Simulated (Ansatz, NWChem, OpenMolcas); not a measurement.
# How basis sets differ on SiO (SMILES O=[Si])

SiO: 2 atoms, total charge 0, spin state singlet. As SMILES, `O=[Si]`. The shape is that of a PBE0-D4/def2-TZVP optimisation.

```xyz
2

O    -0.6407    0.2315   -0.3240
Si    0.6407   -0.2315    0.3240
```

Quantity: the vertical ionisation energy (to the doublet cation), in eV. The values are calculated.

```json
{"level": "B3LYP/STO-3G", "kind": "global hybrid", "program": "OpenMolcas", "value (eV)": "8.21", "CPU time (all runs)": "6 s"}
{"level": "B3LYP/6-31G* (spherical functions)", "kind": "global hybrid", "program": "Ansatz", "value (eV)": "11.40", "CPU time (all runs)": "2.5 s"}
{"level": "B3LYP/def2-SVP", "kind": "global hybrid", "program": "Ansatz", "value (eV)": "11.40", "CPU time (all runs)": "0.98 s"}
{"level": "B3LYP/6-31G* (Cartesian functions)", "kind": "global hybrid", "program": "OpenMolcas", "value (eV)": "11.39", "CPU time (all runs)": "9.5 s"}
{"level": "B3LYP/def2-SVPD", "kind": "global hybrid", "program": "Ansatz", "value (eV)": "11.56", "CPU time (all runs)": "2.2 s"}
{"level": "B3LYP/def2-TZVPD", "kind": "global hybrid", "program": "Ansatz", "value (eV)": "11.48", "CPU time (all runs)": "3.8 s"}
{"level": "B3LYP/def2-TZVPPD", "kind": "global hybrid", "program": "NWChem", "value (eV)": "11.48", "CPU time (all runs)": "44 s"}
{"level": "B3LYP/def2-QZVPPD", "kind": "global hybrid", "program": "Ansatz", "value (eV)": "11.47", "CPU time (all runs)": "7.7 s"}
```

The values span 8.21 to 11.56 eV. Without the sets that lack polarisation functions the rows with a basis span only 11.39 to 11.56 eV. Times are those of the runs behind each value, whatever else they computed, on shared processors of several kinds: orders of magnitude only.
